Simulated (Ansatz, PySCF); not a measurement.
formaldehyde (CH₂O), SMILES C=O.

The structure is a stationary point at r2SCAN-D4/def2-TZVPD.

Vertical ionisation energy (IE) and electron affinity (EA) in eV. Rows of orbital energies are one-electron estimates. Where ΔSCF, EOM or ADC give a negative EA the extra electron is unbound and the value depends on the basis.

```tsv
level	IE	EA
−ε(HOMO), −ε(LUMO), B3LYP/def2-TZVPD (PySCF)	7.66	1.71
−ε(HOMO), −ε(LUMO), r2SCAN/def2-TZVPD (PySCF)	6.55	2.33
−ε(HOMO), −ε(LUMO), PBE/def2-TZVPD (PySCF)	6.25	2.63
EOM-CCSD/aug-cc-pVDZ (PySCF)	10.61	-0.76
ADC(2)/aug-cc-pVDZ (PySCF)	9.48	-0.74
ΔSCF, ωB97X-V/def2-TZVPD (Ansatz), final states of multiplicity 2 and 2	[?]	[?]
ΔSCF, PBE/def2-TZVPD (Ansatz), final states of multiplicity 2 and 2	10.74	-1.00
```

Question: Fill in the missing entries. (The exact figures need the calculation; the answer reports its results.)

Answer: 
- ΔSCF, ωB97X-V/def2-TZVPD (Ansatz, a first-principles code), final states of multiplicity 2 and 2, IE: 10.83
- ΔSCF, ωB97X-V/def2-TZVPD (Ansatz), final states of multiplicity 2 and 2, EA: -1.24

Question: What vertical singlet–triplet gap does ΔSCF give with ωB97X-V/def2-TZVPD (Ansatz) and with PBE/def2-TZVPD (Ansatz)? (Estimate from the structure and the level; the computed values follow.)

Answer: 3.44 and 3.30 eV (triplet above singlet where positive).

Computed lowest 1s main lines (those of the lightest heavy element) from CVS-ADC(2)-x/aug-cc-pVDZ (PySCF, non-relativistic), with pole strengths:
295.9 eV (1.51).

Question: Beyond the first one, list the lowest photoelectron lines from PySCF with ADC(2)/aug-cc-pVDZ with their pole strengths (two spins summed). (The exact figures need the calculation; the answer reports its results.)

Answer: 13.83 eV (1.76), 14.67 eV (1.71), 16.75 eV (1.77), 21.31 eV (1.77).
